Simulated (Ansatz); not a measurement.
# SiNH2 (quartet): from Hartree-Fock to the top rungs, cc-pVTZ

Aim: climb from Hartree-Fock through coupled cluster for SiNH2 (quartet) at one geometry and basis, and see what each rung misses.

The runs use Ansatz 0.2.0, Gaussian basis; cc-pVTZ, core rule «outside noble gas», up to 6 orbitals frozen.

The runs, in order: UHF; CCSD(T) on ROHF; CCSD(T) on UHF; BCCD(T) on ROHF; CCSDT(Q) on ROHF; CCSDT(Q) on UHF.

11 further runs of the same task are left out: 6 for a known fault of the program, 5 set aside as unsound or not needed.

## (1) The geometry

The geometry is a PBE0/def2-TZVP stationary point (not a proven minimum) of the parent state, kept for this charge and spin.

4 atoms, charge 0, spin multiplicity 4.

Atoms are counted from 1 here; the program's logs count them from 0.

Bond lengths: Si1–N2 1.594 Å, Si1–H3 1.515 Å, N2–H4 1.008 Å. Angles: N2–Si1–H3 110.1°, Si1–N2–H4 134.1°.

Coordinates:

```
Si    0.00000   -0.12207    0.53328
N     0.00000    0.18808   -1.03048
H     0.00000    1.17258    1.32002
H     0.00000   -0.38468   -1.85941
```

## (2) UHF

The input, in.yaml:

```yaml
crystal:
  periodic: [false, false, false]
  atoms:
    - {symbol: Si, position_ang: [0.000000, -0.122073, 0.533276]}
    - {symbol: N, position_ang: [0.000000, 0.188076, -1.030483]}
    - {symbol: H, position_ang: [0.000000, 1.172580, 1.320024]}
    - {symbol: H, position_ang: [0.000000, -0.384678, -1.859409]}
basis:
  gaussian: {orbitals: cc-pVTZ}
magnetization: {spin_polarized: true, initial_magnetization: 3}
hamiltonian: {xc: hf}
output: {orbitals: {seedname: orbitals}}
```

Launch:

```bash
ansatz run in.yaml --threads 1 --pin off --events-out ev --progress --plain --max-ram 2816MiB --backend cpu
```

After this run come: CCSD(T) on ROHF; CCSD(T) on UHF; BCCD(T) on ROHF; CCSDT(Q) on ROHF; CCSDT(Q) on UHF.

Before running them: what should the planned runs give, taken together? Wanted: UCCSDT(Q) below the RHF energy; RMP2 from UCCSDT(Q); UMP2 from UCCSDT(Q); RCCSD from UCCSDT(Q); RCCSD(T) from UCCSDT(Q); UCCSD(T) from UCCSDT(Q); RCCSDT(Q) from UCCSDT(Q); T1 diagnostic.

The runs gave:

| quantity | value |
| --- | --- |
| UCCSDT(Q) below the RHF energy | -7.9893 eV |
| RMP2 from UCCSDT(Q) | +1105.4 meV |
| UMP2 from UCCSDT(Q) | +1106.9 meV |
| RCCSD from UCCSDT(Q) | +309.5 meV |
| RCCSD(T) from UCCSDT(Q) | +43.4 meV |
| UCCSD(T) from UCCSDT(Q) | +41.4 meV |
| RCCSDT(Q) from UCCSDT(Q) | +3.5 meV |
| levels within 1 kcal/mol (43 meV) | RCCSD(T), UCCSD(T), BCCD(T), RCCSDT, UCCSDT, RCCSDT(Q) |
| T1 diagnostic | 0.028 |

What this shows: RCCSD(T) lands +43.4 meV from the yardstick (0.5 % of the correlation energy). These misses are within one basis, not against nature; the frozen cores of restricted and unrestricted runs differ, which can shift their rows.
